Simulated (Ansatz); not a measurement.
Two shapes of singlet NO2(-).

Shape 1:

```xyz
3

N     0.0000    0.0000   -0.4566
O     0.0000    1.0612    0.1998
O     0.0000   -1.0612    0.1998
```

Shape 2:

```xyz
3

N     0.0191    0.0224   -0.4971
O    -0.0070    1.1057    0.2215
O    -0.0130   -1.0765    0.1540
```

Basis set: 6-31G* (spherical functions). Frozen core: 3 orbitals. Charge -1, multiplicity 1.

Computed with Ansatz (development build ahead of 0.2.0); each method stands on the lowest determinant of its kind that the runs found.

Q: Which shape is lower in energy, and by how much in each method?

A:

| method | E(2) − E(1) (eV) |
| --- | --- |
| RHF | 0.255 |
| RHF-MP2 | -0.068 |

The methods disagree on the order. Caution: no diffuse functions for an anion.
